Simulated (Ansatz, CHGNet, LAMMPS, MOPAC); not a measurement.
## Equilibrium lattice constant a of wurtzite CdS: levels of theory against measurement

Reference value: 4.136 Å (measured, temperature not stated, not corrected to a static lattice; as tabulated in Biswas et al. (2022), arXiv:2106.08875).

```
level (code)                              value (Å)
----------------------------------------  ---------
ionic model fan2014 (rigid ions, LAMMPS)      4.129
PM7 semi-empirical Hartree-Fock (MOPAC)       4.189
CHGNet-r²SCAN                                 4.135
LDA (Ansatz)                                  4.074
PBE (Ansatz)                                      …
PBE-D4 (Ansatz)                                   …
r²SCAN (Ansatz)                               4.164
PBE0 (Ansatz)                                 4.166
Hartree–Fock (Ansatz)                             …
```

### Question
What belongs in the gaps?

### Answer

- PBE (Ansatz, a first-principles code), value (Å): 4.196
- PBE-D4 (Ansatz), value (Å): 4.143
- Hartree–Fock (Ansatz), value (Å): 4.280

Differences against the reference: ionic model fan2014 -0.17 %, PM7 semi-empirical Hartree-Fock (MOPAC) +1.28 %, CHGNet-r²SCAN -0.02 %, LDA -1.50 %, PBE +1.45 %, PBE-D4 +0.17 %, r²SCAN +0.68 %, PBE0 +0.73 %, Hartree–Fock +3.48 %.

The reference's temperature isn't stated, so close values are not ranked against it. Off by more than 1.25 %, or 1.75 % on the side where a correction would as a rule narrow the miss (bounds picked here): Hartree–Fock (+3.48 %), PBE (+1.45 %), PM7 semi-empirical Hartree-Fock (MOPAC) (+1.28 %).

The reference isn't brought to a static lattice, while the calculations are for one, so the differences are not the levels' errors alone.  PM7 semi-empirical Hartree-Fock (MOPAC): the method was fitted mainly to molecules. PM7 semi-empirical Hartree-Fock (MOPAC): the run uses a supercell at the zone centre in place of a k mesh. Cutoffs and k meshes differ between the levels. Ansatz's density-functional and Hartree–Fock values are scalar-relativistic unless marked +SOC, with PAW data made under PBE.

Empirical potentials (ionic model fan2014) are fitted to chosen data: where that held the value shown, agreement is built in, and what lay outside the fit can be far off. Machine-learned potentials (CHGNet-r²SCAN) are trained on DFT data: a solid inside that data is no test of them.

Differences are worked out from the printed values.
